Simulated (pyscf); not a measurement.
Structures and frequencies: ωB97X-D3(BJ)/def2-SVP in PySCF.

Problem. For O=Mo(=O)(OH)–OH (SMILES [O]=[Mo](=[O])([OH])[OH]) + H₂ (SMILES [H][H]) -> O=MoH(=O)–OH (SMILES [O]=[MoH](=[O])[OH]) + H₂O (SMILES O), a four-centre exchange (singlet surface; Mo–O, H–H broken, H–Mo, H–O formed), PBE/def2-TZVP gives ΔE‡ = 31.7 kcal/mol and ΔE = +21.5 kcal/mol (zero: the separated reactants). In which direction and how far do r²SCAN/def2-TZVP, PBE0-D3(BJ)/def2-TZVP, ωB97M-D3(BJ)/def2-TZVP move these?

Solution. r²SCAN: ΔE‡ = 33.2 kcal/mol, ΔE = +23.8 kcal/mol; PBE0-D3(BJ): ΔE‡ = 32.9 kcal/mol, ΔE = +19.8 kcal/mol; ωB97M-D3(BJ): ΔE‡ = 35.7 kcal/mol, ΔE = +18.2 kcal/mol. PBE's barrier lies under all of them, by 1.2 to 4.0 kcal/mol. Its reaction energy lies among theirs. On the product side the descent ends in an adduct with a Mo–O contact (not fully relaxed), 9.0 kcal/mol under the separated species and 23.9 kcal/mol under the saddle at ωB97X-D3(BJ)/def2-TZVP. What is counted as broken (Mo–O) persists as a longer contact in the product adduct; parting that adduct is a step of its own. At the saddle there is also a short H–Mo contact that neither side keeps. One saddle was located; it need not be the lowest between these sides. Elements past Kr carry the def2 core potentials, without spin-orbit coupling.
